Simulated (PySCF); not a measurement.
Spin states of MgH

Unrestricted PBE0; basis Mg cc-pVTZ, H cc-pVTZ; no relativity; PySCF 2.14. Outer shells of the fragments: Mg 3s2; H 1s1.

Followed along the bond (rough minima from three points):

```csv
2Ms+1,unpaired,⟨S²⟩ at the start,R at minimum (Å),Te (eV)
2,σ ↑,0.75,1.75,0.00
4,"σ ↑↑, π ↑",3.75,none in the scan,≤ 4.39
```

Solutions found at the starting distance of 1.675 Å, counted from the lowest of them; the search is not exhaustive and high or unbound solutions are not listed, so other states can lie among these:

```tsv
2Ms+1	unpaired	term	E (eV)	⟨S²⟩	⟨Lz²⟩	μ (D)
2	σ ↑	²Σ⁺	0.00	0.75	0.00	-1.05
2	π ↑	²Π	2.27	0.78	1.00	-2.98
4	σ ↑↑, π ↑	⁴Π	4.92	3.75	1.00	2.08
2	σ ↑↑, π ↓	mixed	5.66	1.75	1.01	2.29
4	σ ↑↑↑	⁴Σ⁺	7.12	3.75	0.00	-0.61
4	σ ↑, π ↑↑	⁴Σ⁻	7.47	3.75	0.00	-0.20
```

A term symbol is given only where ⟨S²⟩ and ⟨Lz²⟩ are close to those of a pure state; real π, δ and φ orbitals otherwise mix terms. A positive dipole means Mg(−)H(+).

The measured ground state is X ²Σ+ (Huber and Herzberg, Constants of Diatomic Molecules (1979)).

Counting both spins, an empty level lies below a filled one in some of these solutions, because spin and occupation are held.
